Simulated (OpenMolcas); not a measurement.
# RI-MP2/def2-TZVPP (RICD fitting, fitting threshold 1e-05) run of BH3 (borane), part 1 of 2

What is the energy change on altering one bond length of BH3 (borane) at RI-MP2/def2-TZVPP (RICD fitting, fitting threshold 1e-05)? 

The results are computed with OpenMolcas 26.06.

### 1 The structure to begin with

The species is BH3 (4 atoms), meant as a singlet with charge 0. SMILES: `B`. Geometry: relaxed at PBE0-D4/def2-TZVP.

Bond lengths: B1–H2 1.193 Å, B1–H3 1.193 Å, B1–H4 1.193 Å. Angles: H2–B1–H3 120.0°, H2–B1–H4 120.0°, H3–B1–H4 120.0°.

### 2 The energy at RI-MP2/def2-TZVPP (RICD fitting, fitting threshold 1e-05)

File job.input:

```
* BH3 RI-MP2
>>> EXPORT MOLCAS_PRINT=2
&GATEWAY
BasLib
$CurrDir
Coord
4
bohr
B      0.02626719    -0.02853486    -0.00963760
H      1.85608900     0.72130846     1.07487622
H     -0.52194236    -2.21438107     0.08125822
H     -1.25553404     1.40765699    -1.18466931
Basis
def2-TZVPP
Group
NoSym
RICD
CDThreshold
1e-05
&SEWARD
&SCF
PrOrbitals
0
&MBPT2
Frozen
1
```

The basis set def2-TZVPP is read from a file made from the Basis Set Exchange's data (not shown).

Launch:

```sh
$ export MOLCAS_MEM=1860
$ pymolcas job.input > job.log
```

Standard output:

```text
--- Start Module: gateway ---

                                              &GATEWAY

                       available to each process: 1.9 GB of memory, 1 thread

 Basis Set     1 Label: B.DEF2-TZVPP
 Basis set is read from library:.
 basistype.tbl is not found

 Basis Set     2 Label: H.DEF2-TZVPP
 Basis set is read from library:.
 basistype.tbl is not found

++    Symmetry information:
      ---------------------

                    Character Table for C1

                             E
                    a        1  x, y, xy, Rz, z, xz, Ry, yz, Rx, I
--

++    Basis set information:
      ----------------------

      Basis set label: B.DEF2-TZVPP.........

      Electronic valence basis set:
      ------------------
      Associated Effective Charge   5.000000 au
      Associated Actual Charge      5.000000 au
      Nuclear Model: Point charge

      Shell  nPrim  nBasis  Cartesian Spherical Contaminant
         s      11       5        X
         p       6       3        X
         d       2       2                 X
         f       1       1                 X

      Basis set label: H.DEF2-TZVPP.........

      Electronic valence basis set:
      ------------------
      Associated Effective Charge   1.000000 au
      Associated Actual Charge      1.000000 au
      Nuclear Model: Point charge

      Shell  nPrim  nBasis  Cartesian Spherical Contaminant
         s       5       3        X
         p       2       2        X
         d       1       1                 X
--

++    Molecular structure info:
      -------------------------

                    ************************************************
                    **** Cartesian Coordinates / bohr, angstrom ****
                    ************************************************

     Center  Label                x              y              z                     x              y              z
        1      B1               0.026267      -0.028535      -0.009638              0.013900      -0.015100      -0.005100
        2      H2               1.856089       0.721308       1.074876              0.982200       0.381700       0.568800
        3      H3              -0.521942      -2.214381       0.081258             -0.276200      -1.171800       0.043000
        4      H4              -1.255534       1.407657      -1.184669             -0.664400       0.744900      -0.626900

                    ***************************************
                    *    InterNuclear Distances / bohr    *
                    ***************************************

               1 B1            2 H2            3 H3            4 H4
    1 B1       0.000000
    2 H2       2.255368        0.000000
    3 H3       2.255376        3.906480        0.000000
    4 H4       2.255296        3.906254        3.906391        0.000000

                    *******************************************
                    *    InterNuclear Distances / angstrom    *
                    *******************************************

               1 B1            2 H2            3 H3            4 H4
    1 B1       0.000000
    2 H2       1.193489        0.000000
    3 H3       1.193493        2.067220        0.000000
    4 H4       1.193451        2.067100        2.067173        0.000000

                    **************************************
                    *    Valence Bond Angles / degree    *
                    **************************************
                          Atom centers                 Phi
                      2 H2       1 B1       3 H3       120.00
                      2 H2       1 B1       4 H4       120.00
                      3 H3       1 B1       4 H4       120.00
--

            Nuclear Potential Energy              7.41883824 au

--- Stop Module: gateway /rc=_RC_ALL_IS_WELL_ ---

--- Start Module: seward ---

                                              &SEWARD

                       available to each process: 1.9 GB of memory, 1 thread

               SEWARD will generate:
                  Multipole Moment integrals up to order  2
                  Kinetic Energy integrals
                  Nuclear Attraction integrals (point charge)
                  One-Electron Hamiltonian integrals
                  Velocity integrals
                  Orbital angular momentum around (  0.0263  -0.0285  -0.0096 )
                  Velocity quadrupole around (  0.0263  -0.0285  -0.0096 )
                  RI decomposed two-electron repulsion integrals stored Cholesky style
                   - acCD auxiliary basis
                   - CD Threshold:   1.00E-05

                   Integrals are discarded if absolute value <: 1.00E-14
                   Integral cutoff threshold is set to       <: 1.00E-16

            Nuclear Potential Energy              7.41883824 au

      Basis set specifications :
      Symmetry species         a
      Basis functions           73

--- Stop Module: seward /rc=_RC_ALL_IS_WELL_ ---

--- Start Module: scf ---

                                                &SCF

                       available to each process: 1.9 GB of memory, 1 thread

++    Input section:
      --------------

      Header of the integral files:

      Cartesian coordinates in angstrom:
      -----------------------------------------------------
      No.  Label        X            Y            Z
      -----------------------------------------------------
       1   B1         0.01390000  -0.01510000  -0.00510000
       2   H2         0.98220000   0.38170000   0.56880000
       3   H3        -0.27620000  -1.17180000   0.04300000
       4   H4        -0.66440000   0.74490000  -0.62690000
      -----------------------------------------------------
      Nuclear repulsion energy =    7.41883824
--

++    Orbital specifications:
      -----------------------

      Symmetry species               1
                                     a
      Frozen orbitals                0
      Occupied orbitals              4
      Secondary orbitals            69
      Deleted orbitals               0
      Total number of orbitals      73
      Number of basis functions     73
--

      Molecular charge                           0.000

++    Optimization specifications:
      ----------------------------

      SCF Algorithm: LK-RI/DF
      LK screening threshold:                     4.50E-02
      Local-Exchange (LK) algorithm.
       - the density matrix is decomposed
      The actual AO density is used
      Number of density matrices in core                 5
      Maximum number of NDDO SCF iterations            400
      Maximum number of HF SCF iterations              400
      Threshold for SCF energy change             1.00E-09
      Threshold for density matrix                1.00E-04
      Threshold for Fock matrix                   1.50E-04
      Threshold for linear dependence             1.00E-09
      Threshold at which DIIS is turned on        1.50E-01
      Maximum depth in the DIIS procedure                5
      Maximum depth in the BFGS Hessian update          30
      Threshold at which QNR/C2DIIS is turned on  7.50E-02
      Threshold for Norm(delta) (QNR/C2DIIS)      1.00E-03
      All orbitals punched on: SCFORB
--

      Input vectors read from INPORB
      Orbital file label: *Guess orbitals

++ Convergence information
                                   SCF        iterations: Energy and convergence statistics

Iter     Tot. SCF        One-elec.       Two-elec.     Energy      Max Dij or  Max Fij      DNorm      TNorm      AccCon     Time
         Energy          Energy          Energy        Change      Delta Norm                                                in Sec.
   1   -26.307997795   -47.915861529    14.189025497   0.00E+00    1.63E-01*   8.46E-02*    2.05E+00   3.49E+01   None         0.
   2   -26.398758569   -49.138908309    15.321311502  -9.08E-02*   2.29E-02*   1.46E-02*    2.13E+00   3.59E+01   EDIIS        0.
   3   -26.400586677   -48.996379667    15.176954753  -1.83E-03*   4.69E-03*   1.93E-03*    2.12E+00   3.58E+01   c2DIIS       0.
   4   -26.400645280   -49.016464166    15.196980650  -5.86E-05*   1.35E-03*   5.61E-04*    2.12E+00   3.58E+01   QNRc2DIIS    0.
   5   -26.400649797   -49.015275423    15.195787389  -4.52E-06*   6.93E-04    1.83E-04*    2.12E+00   3.58E+01   QNRc2DIIS    0.
   6   -26.400650363   -49.015584533    15.196095933  -5.66E-07*   3.40E-05    1.81E-05     2.12E+00   3.58E+01   QNRc2DIIS    0.
   7   -26.400650366   -49.015485832    15.195997229  -2.79E-09*   8.88E-06    5.00E-06     2.12E+00   3.58E+01   QNRc2DIIS    0.
   8   -26.400650366   -49.015488986    15.196000383  -1.51E-10    4.10E-07    1.81E-07     2.12E+00   3.58E+01   QNRc2DIIS    0.

       Convergence after   8 Iterations
--

 *****************************************************************************************************************************
 *                                             SCF/KS-DFT Program, Final results                                             *
 *                                                       Final Results                                                       *
 *****************************************************************************************************************************

::    Total SCF energy                                -26.4006503658
      One-electron energy                             -49.0154889859
      Two-electron energy                              15.1960003830
      Nuclear repulsion energy                          7.4188382372
      Kinetic energy (interpolated)                    26.3729192296
      Virial theorem                                    1.0010515004
      Total spin, S(S+1)                                0.0000000000
      Total spin, S                                     0.0000000000
      Max non-diagonal density matrix element           0.0000004710
      Max non-diagonal Fock matrix element              0.0000000447

      No orbitals printed

++    Molecular charges:
      ------------------

      Mulliken charges per centre
      ---------------------------

                B1      H2      H3      H4
      Total    4.9346  1.0218  1.0218  1.0218

      N-E      0.0654 -0.0218 -0.0218 -0.0218

      Total electronic charge=    8.000000

      Total            charge=   -0.000000
--

++    Molecular properties:
      ---------------------

      Charge (e):
                      =   -0.0000
      Dipole Moment (debye):
      Origin of the operator (angstrom)=    0.0139   -0.0151   -0.0051
                   X=  6.7183E-05               Y= -3.5777E-05               Z= -1.7635E-04           Total=  1.9207E-04
      Quadrupole Moment (debye*angstrom):
      Origin of the operator (angstrom)=    0.0139   -0.0151   -0.0051
                  XX= -8.7322E+00              XY= -2.2160E-01              XZ= -1.0460E+00              YY= -9.3736E+00
                  YZ=  3.2621E-01              ZZ= -7.9034E+00
      In traceless form (debye*angstrom)
                  XX= -9.3730E-02              XY= -3.3241E-01              XZ= -1.5690E+00              YY= -1.0558E+00
                  YZ=  4.8932E-01              ZZ=  1.1495E+00
--

--- Stop Module: scf /rc=_RC_ALL_IS_WELL_ ---

--- Start Module: mbpt2 ---

                                               &MBPT2

                       available to each process: 1.9 GB of memory, 1 thread

WARNING!
Default frozen orbitals as non valence orbitals is overwritten by user input.
Default values:   1

      Cartesian coordinates in angstrom:
      -----------------------------------------------------
      No.  Label        X            Y            Z
      -----------------------------------------------------
       1   B1         0.01390000  -0.01510000  -0.00510000
       2   H2         0.98220000   0.38170000   0.56880000
       3   H3        -0.27620000  -1.17180000   0.04300000
       4   H4        -0.66440000   0.74490000  -0.62690000
      -----------------------------------------------------
      Nuclear repulsion energy =    7.41883824

      Contents of RUNFILE file:
      -------------------------

      Symmetry species                           1
                                                 a
      Number of basis functions                 73
      Frozen occupied orbitals                   1
      Active occupied orbitals                   3
      Active external orbitals                  69
      Deleted external orbitals                  0

      Reference numbers of frozen occupied orbitals according to the original input sequence
      symmetry species 1                        1

      Energies of the active occupied orbitals

      symmetry species 1                    -0.703483     -0.497809     -0.497799

      Energies of the active external orbitals

      symmetry species 1                     0.053987      0.137379      0.169523      0.169524      0.255172
                                             0.271286      0.271290      0.283999      0.525753      0.525756
                                             0.559128      0.559139      0.583102      0.768920      0.784692
                                             0.882777      0.882795      0.918501      0.918509      0.944674
                                             1.121848      1.136537      1.136563      1.149563      1.432944
                                             1.432988      1.624124      1.661380      1.661402      2.011796
                                             2.011801      2.128161      2.151182      2.151198      2.237729
                                             2.264195      2.264240      2.433531      2.465530      2.486585
                                             2.486621      3.159686      3.159716      3.324266      3.482195
                                             3.787047      3.787058      3.878061      3.878135      4.044270
                                             4.091340      4.122688      4.219551      4.219633      4.269752
                                             4.269769      4.375322      4.585798      4.585808      4.756618
                                             4.756674      4.876672      4.876733      4.913082      5.128616
                                             5.128655      5.422188      5.799044     16.412031

      ********************************************************************************************************
      *                                               Results                                                *
      ********************************************************************************************************

       SCF energy                           =      -26.4006503658 a.u.
       Second-order correlation energy      =       -0.1132839377 a.u.
       ( Opposite-Spin contribution         =       -0.1019999529 )

       Total energy                         =      -26.5139343035 a.u.

       Reference weight ( Cref**2 )         =        0.96165

::    Total MBPT2 energy                              -26.5139343035

       Zeroth-order energy (E0)             =      -11.2046499828 a.u.

       Shanks-type energy S1(E)             =      -26.5147851615 a.u.

--- Stop Module: mbpt2 /rc=_RC_ALL_IS_WELL_ ---

.##################.
.# Happy landing! #.
.##################.

    Timing: Wall=1.91 User=1.60 System=0.30
```

It took 2.1 s on 1 thread of Arm Neoverse V1, shared host; peak memory 0.093 GiB.

(Continued in part 2 of 2.)
